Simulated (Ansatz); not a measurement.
System: grey tin (α-Sn). Method: B3LYP (VWN-RPA form) (Ansatz, an electronic-structure program, plane waves, PAW).

Run with plane-wave cutoff 460 eV, 8×8×8 k mesh, Fermi–Dirac smearing 0.01 eV, scalar-relativistic PAW data made under PBE.

Cell (relaxed at this level):

```
CELL_PARAMETERS angstrom
      0.00000     3.33686     3.33686
      3.33686     0.00000     3.33686
      3.33686     3.33686     0.00000
ATOMIC_POSITIONS crystal
  Sn 0.00000 0.00000 0.00000
  Sn 0.25000 0.25000 0.25000
```

### Question
What does this level give for the bulk modulus, width of the whole s-p valence band and pressure derivative B′ of the bulk modulus?

### Answer

- bulk modulus: 36.4 GPa
- width of the whole s-p valence band: 11.28 eV
- pressure derivative B′ of the bulk modulus: 5.0

The run finds no gap.

Measured, for comparison: bulk modulus 42.8 GPa (0 K value with the zero-point phonon effect removed; as tabulated in Mejia-Rodriguez and Trickey (2018), arXiv:1807.09216). Computed (rounded) less measured: bulk modulus -15 %.

Spin–orbit coupling is not included; it can open a gap where bands touch, and shift volumes and moduli.

The computed numbers hold no vibrational or temperature effects.

Cost on a shared machine: about 28 core-minutes (a rough figure).
